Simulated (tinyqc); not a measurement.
Inside a calculation (part 2 of 3). Method: UHF in the sto-6g basis, for LiH+, spin multiplicity 2. Computed by tinyqc, a small Python program that keeps every step (integrals from PySCF). Command: `OMP_NUM_THREADS=1 python tinyqc.py 24140 24141 out.jsonl` (the two numbers bound the seeds that draw the settings). One thread of a shared host (Intel(R) Xeon(R) Processor @ 2.60GHz), about 0.1 s of CPU time with the checks.

Geometry (angstrom):

| atom | x | y | z |
|---|---|---|---|
| Li | 0.000000 | 0.000000 | 0.000000 |
| H | 0.000000 | 0.000000 | 3.172000 |

## Iteration 2: diagonalisation and new density

F(alpha) (hartree):
```
            1Li 1s     1Li 2s    1Li 2px    1Li 2py    1Li 2pz      2H 1s
1Li 1s   -3.386053  -0.803751  -0.071871  -0.013786   0.022853   0.020100
1Li 2s   -0.803751  -0.537307  -0.033951  -0.009182   0.007396  -0.069670
1Li 2px  -0.071871  -0.033951  -0.287270  -0.013061   0.029332   0.022667
1Li 2py  -0.013786  -0.009182  -0.013061  -0.240301   0.020558  -0.009777
1Li 2pz   0.022853   0.007396   0.029332   0.020558  -0.302604  -0.082427
2H 1s     0.020100  -0.069670   0.022667  -0.009777  -0.082427  -0.584349
```

F(beta) (hartree):
```
            1Li 1s     1Li 2s    1Li 2px    1Li 2py    1Li 2pz      2H 1s
1Li 1s   -3.204097  -0.756117  -0.023818  -0.014555   0.042219  -0.016436
1Li 2s   -0.756117  -0.508000  -0.006997  -0.009049   0.019316  -0.063253
1Li 2px  -0.023818  -0.006997  -0.248522  -0.013959   0.040485  -0.012963
1Li 2py  -0.014555  -0.009049  -0.013959  -0.233087   0.020260  -0.006929
1Li 2pz   0.042219   0.019316   0.040485   0.020260  -0.289056  -0.053858
2H 1s    -0.016436  -0.063253  -0.012963  -0.006929  -0.053858  -0.021421
```

X:
```
            1Li 1s     1Li 2s   1Li 2px   1Li 2py    1Li 2pz      2H 1s
1Li 1s    1.021886  -0.122995  0.000000  0.000000  -0.001259   0.008985
1Li 2s   -0.122995   1.026412  0.000000  0.000000   0.007028  -0.056163
1Li 2px   0.000000   0.000000  1.000000  0.000000   0.000000   0.000000
1Li 2py   0.000000   0.000000  0.000000  1.000000   0.000000   0.000000
1Li 2pz  -0.001259   0.007028  0.000000  0.000000   1.010540  -0.084697
2H 1s     0.008985  -0.056163  0.000000  0.000000  -0.084697   1.015036
```

D(alpha) after iteration 1:
```
            1Li 1s     1Li 2s    1Li 2px    1Li 2py    1Li 2pz      2H 1s
1Li 1s    0.416276   0.118104   0.160744   0.028697  -0.031986  -0.162162
1Li 2s    0.118104   0.182820   0.189891   0.067808  -0.170685   0.000880
1Li 2px   0.160744   0.189891   0.222310   0.057545  -0.118021  -0.145366
1Li 2py   0.028697   0.067808   0.057545   0.032686  -0.098841   0.073966
1Li 2pz  -0.031986  -0.170685  -0.118021  -0.098841   0.328282  -0.334738
2H 1s    -0.162162   0.000880  -0.145366   0.073966  -0.334738   0.873039
```

D(beta) after iteration 1:
```
            1Li 1s     1Li 2s    1Li 2px    1Li 2py    1Li 2pz      2H 1s
1Li 1s    0.326368   0.059009   0.057594   0.030577  -0.092063   0.051765
1Li 2s    0.059009   0.145213   0.129218   0.068019  -0.204428   0.117515
1Li 2px   0.057594   0.129218   0.115071   0.060576  -0.182062   0.104638
1Li 2py   0.030577   0.068019   0.060576   0.031889  -0.095843   0.055084
1Li 2pz  -0.092063  -0.204428  -0.182062  -0.095843   0.288056  -0.165554
2H 1s     0.051765   0.117515   0.104638   0.055084  -0.165554   0.095153
```

overlap S:
```
           1Li 1s    1Li 2s   1Li 2px   1Li 2py   1Li 2pz     2H 1s
1Li 1s   1.000000  0.235742  0.000000  0.000000  0.000000  0.002031
1Li 2s   0.235742  1.000000  0.000000  0.000000  0.000000  0.106069
1Li 2px  0.000000  0.000000  1.000000  0.000000  0.000000  0.000000
1Li 2py  0.000000  0.000000  0.000000  1.000000  0.000000  0.000000
1Li 2pz  0.000000  0.000000  0.000000  0.000000  1.000000  0.165240
2H 1s    0.002031  0.106069  0.000000  0.000000  0.165240  1.000000
```

Diagonalise F' = X^T F X, C = X C', fill 2 alpha and 1 beta electrons from the bottom; D(s) = C_occ C_occ^T; the new density keeps 0.7 of the old one (damping). Each column has its largest component positive (the first on a tie).

F' = X^T F X (alpha) (hartree):
```
           1          2          3          4          5          6
1  -3.341552  -0.363639  -0.069101  -0.013072   0.019205   0.034707
2  -0.363639  -0.407767  -0.027075  -0.007035   0.008258  -0.021466
3  -0.069101  -0.027075  -0.287270  -0.013061   0.027573   0.021784
4  -0.013072  -0.007035  -0.013061  -0.240301   0.021555  -0.011273
5   0.019205   0.008258   0.027573   0.021555  -0.298982  -0.009944
6   0.034707  -0.021466   0.021784  -0.011273  -0.009944  -0.582862
```

orbital energies (alpha) (hartree): MO1 -3.388195, MO2 -0.587309, MO3 -0.369701, MO4 -0.318787, MO5 -0.262559, MO6 -0.232182

coefficients C (alpha):
```
               MO1        MO2        MO3        MO4        MO5        MO6
1Li 1s    0.998962  -0.004536  -0.235028  -0.077423   0.016793  -0.000388
1Li 2s    0.002982   0.055656   0.946007   0.395378  -0.132266   0.000913
1Li 2px   0.023330  -0.064126   0.309929  -0.456770   0.824103  -0.107247
1Li 2py   0.004493   0.029798   0.100989  -0.268154  -0.060042   0.955710
1Li 2pz  -0.006261  -0.047817  -0.224552   0.774839   0.546417   0.276982
2H 1s    -0.009028   0.996853  -0.106606  -0.175352   0.011846  -0.068229
```

F' = X^T F X (beta) (hartree):
```
           1          2          3          4          5          6
1  -3.163761  -0.337450  -0.023646  -0.013848   0.040859  -0.001386
2  -0.337450  -0.385518  -0.003240  -0.006966   0.018544  -0.043902
3  -0.023646  -0.003240  -0.248522  -0.013959   0.041990  -0.016408
4  -0.013848  -0.006966  -0.013959  -0.233087   0.021015  -0.008372
5   0.040859   0.018544   0.041990   0.021015  -0.285894  -0.030351
6  -0.001386  -0.043902  -0.016408  -0.008372  -0.030351  -0.008949
```

orbital energies (beta) (hartree): MO1 -3.205078, MO2 -0.354225, MO3 -0.316879, MO4 -0.227950, MO5 -0.223841, MO6 0.002241

coefficients C (beta):
```
               MO1        MO2        MO3        MO4        MO5        MO6
1Li 1s    0.999870  -0.235038  -0.055200   0.006148  -0.005338   0.036932
1Li 2s   -0.000213   0.970984   0.304547  -0.027789   0.024539  -0.186872
1Li 2px   0.008315   0.132907  -0.497437   0.407903   0.749438  -0.082347
1Li 2py   0.005054   0.106812  -0.246917   0.754313  -0.597629  -0.038068
1Li 2pz  -0.015523  -0.256673   0.776173   0.493333   0.269333  -0.209596
2H 1s     0.005500   0.074833   0.003920   0.084803   0.054352   1.012381
```

D(alpha) after iteration 2:
```
            1Li 1s     1Li 2s    1Li 2px    1Li 2py    1Li 2pz      2H 1s
1Li 1s    0.590777   0.083490   0.119600   0.021394  -0.024201  -0.117576
1Li 2s    0.083490   0.128906   0.131874   0.047967  -0.120284   0.017252
1Li 2px   0.119600   0.131874   0.157014   0.039740  -0.081738  -0.120997
1Li 2py   0.021394   0.047967   0.039740   0.023153  -0.069625   0.060675
1Li 2pz  -0.024201  -0.120284  -0.081738  -0.069625   0.230495  -0.248600
2H 1s    -0.117576   0.017252  -0.120997   0.060675  -0.248600   0.909266
```

D(beta) after iteration 2:
```
            1Li 1s     1Li 2s    1Li 2px    1Li 2py    1Li 2pz      2H 1s
1Li 1s    0.528380   0.041243   0.042810   0.022920  -0.069100   0.037885
1Li 2s    0.041243   0.101649   0.090452   0.047613  -0.143098   0.082260
1Li 2px   0.042810   0.090452   0.080570   0.042416  -0.127482   0.073261
1Li 2py   0.022920   0.047613   0.042416   0.022330  -0.067114   0.038567
1Li 2pz  -0.069100  -0.143098  -0.127482  -0.067114   0.201712  -0.115913
2H 1s     0.037885   0.082260   0.073261   0.038567  -0.115913   0.066616
```

## Iteration 3: building the Fock matrix

core Hamiltonian H = T + V (hartree):
```
            1Li 1s     1Li 2s    1Li 2px    1Li 2py    1Li 2pz      2H 1s
1Li 1s   -4.617230  -0.978413   0.000000   0.000000  -0.004331  -0.008537
1Li 2s   -0.978413  -1.259575   0.000000   0.000000  -0.048840  -0.135223
1Li 2px   0.000000   0.000000  -1.035988   0.000000   0.000000   0.000000
1Li 2py   0.000000   0.000000   0.000000  -1.035988   0.000000   0.000000
1Li 2pz  -0.004331  -0.048840   0.000000   0.000000  -1.066135  -0.205266
2H 1s    -0.008537  -0.135223   0.000000   0.000000  -0.205266  -0.971521
```

Two-electron integrals (ij|kl) in chemists' order, unique and non-zero (hartree):
```
(11|11) 1.681247   (21|11) 0.242603   (21|21) 0.044507   (22|11) 0.397190
(22|21) 0.090279   (22|22) 0.290625   (31|31) 0.009437   (32|31) 0.014261
(32|32) 0.064236   (33|11) 0.397190   (33|21) 0.090279   (33|22) 0.290625
(33|33) 0.313125   (41|41) 0.009437   (42|41) 0.014261   (42|42) 0.064236
(43|43) 0.016875   (44|11) 0.397190   (44|21) 0.090279   (44|22) 0.290625
(44|33) 0.279374   (44|44) 0.313125   (51|51) 0.009437   (52|51) 0.014261
(52|52) 0.064236   (53|53) 0.016875   (54|54) 0.016875   (55|11) 0.397190
(55|21) 0.090279   (55|22) 0.290625   (55|33) 0.279374   (55|44) 0.279374
(55|55) 0.313125   (61|11) 0.001982   (61|21) 0.000361   (61|22) 0.000760
(61|33) 0.000749   (61|44) 0.000749   (61|51) 0.000049   (61|52) 0.000108
(61|55) 0.000783   (61|61) 3.27e-06   (62|11) 0.022906   (62|21) 0.005374
(62|22) 0.021365   (62|33) 0.020179   (62|44) 0.020179   (62|51) 0.000714
(62|52) 0.006402   (62|55) 0.023738   (62|61) 0.000054   (62|62) 0.004669
(63|31) 0.000186   (63|32) 0.001262   (63|53) 0.000620   (63|63) 0.000141
(64|41) 0.000186   (64|42) 0.001262   (64|54) 0.000620   (64|64) 0.000141
(65|11) 0.034426   (65|21) 0.008097   (65|22) 0.032624   (65|33) 0.030656
(65|44) 0.030656   (65|51) 0.001124   (65|52) 0.010163   (65|55) 0.036561
(65|61) 0.000083   (65|62) 0.007505   (65|65) 0.012087   (66|11) 0.166827
(66|21) 0.039328   (66|22) 0.165598   (66|33) 0.155977   (66|44) 0.155977
(66|51) 0.004331   (66|52) 0.048068   (66|55) 0.184839   (66|61) 0.000390
(66|62) 0.052127   (66|65) 0.085131   (66|66) 0.774999
```

nuclear repulsion = 0.50048286 hartree

J_ij = sum D_kl (ij|kl) with D = D(alpha) + D(beta), K_ij = sum D_kl (ik|jl) for each spin; F = H + J - K(s); E = tr D H + tr D J / 2 - 0.5 sum_s tr D(s) K(s) + E_nn.

Coulomb J (hartree):
```
            1Li 1s    1Li 2s    1Li 2px    1Li 2py    1Li 2pz     2H 1s
1Li 1s    2.459723  0.401490   0.009389   0.003600  -0.005733  0.003299
1Li 2s    0.401490  0.883872   0.033075   0.013794   0.004258  0.090688
1Li 2px   0.009389  0.033075   0.875656   0.002773  -0.007120  0.000349
1Li 2py   0.003600  0.013794   0.002773   0.869172  -0.004492  0.000116
1Li 2pz  -0.005733  0.004258  -0.007120  -0.004492   0.906788  0.142733
2H 1s     0.003299  0.090688   0.000349   0.000116   0.142733  1.037165
```

exchange K(alpha) (hartree):
```
            1Li 1s     1Li 2s    1Li 2px    1Li 2py    1Li 2pz      2H 1s
1Li 1s    1.042889   0.194911   0.062306   0.013771  -0.026726  -0.017473
1Li 2s    0.194911   0.105747   0.056706   0.020559  -0.047180   0.033046
1Li 2px   0.062306   0.056706   0.069502   0.011773  -0.027999  -0.018507
1Li 2py   0.013771   0.020559   0.011773   0.029846  -0.018729   0.008343
1Li 2pz  -0.026726  -0.047180  -0.027999  -0.018729   0.084349   0.034229
2H 1s    -0.017473   0.033046  -0.018507   0.008343   0.034229   0.665674
```

exchange K(beta) (hartree):
```
            1Li 1s     1Li 2s    1Li 2px    1Li 2py    1Li 2pz      2H 1s
1Li 1s    0.915945   0.161219   0.026932   0.014333  -0.041292   0.008231
1Li 2s    0.161219   0.082822   0.038144   0.020119  -0.057889   0.011173
1Li 2px   0.026932   0.038144   0.041789   0.012566  -0.035475   0.009430
1Li 2py   0.014333   0.020119   0.012566   0.024535  -0.018676   0.004964
1Li 2pz  -0.041292  -0.057889  -0.035475  -0.018676   0.071676  -0.009250
2H 1s     0.008231   0.011173   0.009430   0.004964  -0.009250   0.041271
```

F(alpha) (hartree):
```
            1Li 1s     1Li 2s    1Li 2px    1Li 2py    1Li 2pz      2H 1s
1Li 1s   -3.200396  -0.771834  -0.052917  -0.010171   0.016662   0.012235
1Li 2s   -0.771834  -0.481451  -0.023631  -0.006765   0.002598  -0.077581
1Li 2px  -0.052917  -0.023631  -0.229835  -0.009000   0.020879   0.018856
1Li 2py  -0.010171  -0.006765  -0.009000  -0.196662   0.014237  -0.008227
1Li 2pz   0.016662   0.002598   0.020879   0.014237  -0.243697  -0.096762
2H 1s     0.012235  -0.077581   0.018856  -0.008227  -0.096762  -0.600030
```

F(beta) (hartree):
```
            1Li 1s     1Li 2s    1Li 2px    1Li 2py    1Li 2pz      2H 1s
1Li 1s   -3.073452  -0.738141  -0.017543  -0.010734   0.031228  -0.013468
1Li 2s   -0.738141  -0.458525  -0.005069  -0.006325   0.013307  -0.055708
1Li 2px  -0.017543  -0.005069  -0.202122  -0.009793   0.028355  -0.009081
1Li 2py  -0.010734  -0.006325  -0.009793  -0.191351   0.014184  -0.004848
1Li 2pz   0.031228   0.013307   0.028355   0.014184  -0.231023  -0.053283
2H 1s    -0.013468  -0.055708  -0.009081  -0.004848  -0.053283   0.024373
```

total energy of this density = -5.39256550 hartree

This density is a damped mixture and is not idempotent.

## Iteration 3: diagonalisation and new density

As before.

F' = X^T F X (alpha) (hartree):
```
           1          2          3          4          5          6
1  -3.154971  -0.359763  -0.051025  -0.009654   0.013758   0.028141
2  -0.359763  -0.353461  -0.018659  -0.005131   0.006188  -0.030615
3  -0.051025  -0.018659  -0.229835  -0.009000   0.019402   0.018223
4  -0.009654  -0.005131  -0.009000  -0.196662   0.015049  -0.009268
5   0.013758   0.006188   0.019402   0.015049  -0.236527  -0.028323
6   0.028141  -0.030615   0.018223  -0.009268  -0.028323  -0.595250
```

orbital energies (alpha) (hartree): MO1 -3.201718, MO2 -0.602050, MO3 -0.308608, MO4 -0.250789, MO5 -0.212977, MO6 -0.190564

coefficients C (alpha):
```
               MO1        MO2        MO3        MO4        MO5        MO6
1Li 1s    0.998107  -0.008583  -0.245819  -0.051897   0.006620  -0.002100
1Li 2s    0.007124   0.060053   0.994037   0.273417  -0.072594   0.007806
1Li 2px   0.017918  -0.046837   0.210722  -0.538904   0.809008  -0.090391
1Li 2py   0.003450   0.020068   0.064205  -0.292805  -0.104760   0.948026
1Li 2pz  -0.004713  -0.005634  -0.149201   0.758948   0.578678   0.308594
2H 1s    -0.007242   0.991556  -0.128568  -0.184224  -0.039883  -0.073562
```

F' = X^T F X (beta) (hartree):
```
           1          2          3          4          5          6
1  -3.031038  -0.341133  -0.017421  -0.010252   0.029895   0.002548
2  -0.341133  -0.336707  -0.002336  -0.004800   0.013985  -0.041324
3  -0.017421  -0.002336  -0.202122  -0.009793   0.029409  -0.011492
4  -0.010252  -0.004800  -0.009793  -0.191351   0.014713  -0.005864
5   0.029895   0.013985   0.029409   0.014713  -0.226465  -0.038353
6   0.002548  -0.041324  -0.011492  -0.005864  -0.038353   0.037851
```

orbital energies (beta) (hartree): MO1 -3.074059, MO2 -0.300180, MO3 -0.252006, MO4 -0.188286, MO5 -0.185001, MO6 0.049701

coefficients C (beta):
```
               MO1        MO2        MO3        MO4        MO5        MO6
1Li 1s    0.998744  -0.245407  -0.017278   0.006259  -0.003610   0.037365
1Li 2s    0.004842   1.010891   0.125721  -0.027984   0.016163  -0.181877
1Li 2px   0.006249   0.052996  -0.500841   0.475272   0.718846  -0.060720
1Li 2py   0.003814   0.057054  -0.258604   0.707491  -0.654595  -0.028574
1Li 2pz  -0.011656  -0.113640   0.811792   0.502178   0.222293  -0.234014
2H 1s     0.003641   0.065666   0.025573   0.084460   0.042695   1.013297
```

D(alpha) after iteration 3:
```
            1Li 1s     1Li 2s    1Li 2px    1Li 2py    1Li 2pz      2H 1s
1Li 1s    0.712431   0.060422   0.089206   0.015957  -0.018338  -0.087025
1Li 2s    0.060422   0.091331   0.091506   0.033946  -0.084310   0.029925
1Li 2px   0.089206   0.091506   0.110664   0.027554  -0.057163  -0.098669
1Li 2py   0.015957   0.033946   0.027554   0.016331  -0.048776   0.048435
1Li 2pz  -0.018338  -0.084310  -0.057163  -0.048776   0.161363  -0.175686
2H 1s    -0.087025   0.029925  -0.098669   0.048435  -0.175686   0.931457
```

D(beta) after iteration 3:
```
            1Li 1s     1Li 2s    1Li 2px    1Li 2py    1Li 2pz      2H 1s
1Li 1s    0.669113   0.030321   0.031840   0.017187  -0.051863   0.027611
1Li 2s    0.030321   0.071161   0.063326   0.033335  -0.100186   0.057587
1Li 2px   0.031840   0.063326   0.056411   0.029698  -0.089259   0.051289
1Li 2py   0.017187   0.033335   0.029698   0.015635  -0.046993   0.027001
1Li 2pz  -0.051863  -0.100186  -0.089259  -0.046993   0.141239  -0.081152
2H 1s     0.027611   0.057587   0.051289   0.027001  -0.081152   0.046635
```
